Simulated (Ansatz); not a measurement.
`[AlH2][SiH2][SiH3]`. Total charge 0; spin multiplicity 1.

```xyz
10

Al   -0.9898    1.4564   -1.3528
Si   -0.4809   -0.7546   -0.4365
Si    1.0702   -0.5467    1.3072
H    -2.1595    2.3314   -0.7297
H    -0.1126    2.0548   -2.5337
H     0.1137   -1.6646   -1.4591
H    -1.6921   -1.4259    0.1200
H     1.4242   -1.8648    1.8995
H     2.3159    0.0947    0.8035
H     0.5108    0.3193    2.3814
```

(1) List the harmonic frequencies (cm⁻¹, unscaled) at PBE0-D4/def2-TZVP in Ansatz. (An estimate is asked.)

(2) Is this a minimum?

(3) Give the ideal-gas thermochemistry at 298.15 K and 1 bar (rigid rotor, harmonic oscillator; point group Cs, symmetry number 1).

(4) And at 400, 500, 600, 800 and 1000 K?

Answers

(1) Ansatz gave: 57, 80, 91, 296, 368, 371, 430, 454, 534, 569, 658, 681, 779, 874, 914, 940, 942, 1912, 1924, 2188, 2197, 2209, 2219, 2222.

(2) Yes, all 24 modes are real.

(3) Zero-point energy 143.0 kJ/mol; H(298) − E = 165.8 kJ/mol; entropy 359.9 J/(mol·K), of which translation 165.0, rotation 111.9, vibration 83.0; G(298) − E = 58.5 kJ/mol. Modes under 100 cm⁻¹ are hindered rotations or soft bends, so the harmonic entropy is rough.

(4) 
```
T (K)  H − E (kJ/mol)  S (J/mol/K)  G − E (kJ/mol)
  400           178.8        397.3            19.9
  500           193.2        429.4           -21.5
  600           209.0        458.1           -65.9
  800           243.5        507.6          -162.6
 1000           281.2        549.6          -268.4
```
